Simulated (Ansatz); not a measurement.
# Li2: the potential curve near its minimum

Wanted for Li2: the potential curve near its minimum.

Computed with Ansatz 0.2.0 (the levels named in each step, unless a step's input says otherwise).

38 further runs of the same task are left out: 38 for a known fault of the program.

## Step 1: The starting structure

Bond lengths: Li1–Li2 2.408 Å.

Structure file:

```xyz
2

Li    0.0000    0.0000    0.0000
Li    0.0000    0.0000    2.4077
```

## Step 2: Bond length 2.4077 Å, CCSD(T)/def2-QZVPP

Contents of input.yaml:

```yaml
crystal:
  periodic: [false, false, false]
  atoms:
    - { symbol: Li, position_ang: [0.0, 0.0, 0.0] }
    - { symbol: Li, position_ang: [0.0, 0.0, 2.4077] }
basis:
  gaussian: { orbitals: def2-QZVPP.json }
correlation:
  method: ccsd_t
```

Run with:

```sh
$ ansatz run input.yaml --threads 1 --pin off --max-ram 2560MiB --backend cpu --events-out ev --progress --plain --runs-dir out
```

After this run come: Bond length 2.5171 Å, CCSD(T)/def2-QZVPP; Bond length 2.6129 Å, CCSD(T)/def2-QZVPP; Bond length 2.6813 Å, CCSD(T)/def2-QZVPP; Bond length 2.736 Å, CCSD(T)/def2-QZVPP; Bond length 2.8044 Å, CCSD(T)/def2-QZVPP; Bond length 2.8865 Å, CCSD(T)/def2-QZVPP; Bond length 2.9822 Å, CCSD(T)/def2-QZVPP; Bond length 3.119 Å, CCSD(T)/def2-QZVPP.

Q: Predict the outcome of this session. Wanted: re, CCSD(T)/def2-QZVPP; ωe, CCSD(T)/def2-QZVPP.

As calculated:

| quantity | value |
| --- | --- |
| re, CCSD(T)/def2-QZVPP | 2.6785 Å |
| ωe, CCSD(T)/def2-QZVPP | 351 cm⁻¹ |

**Reading.** The table above holds the result.
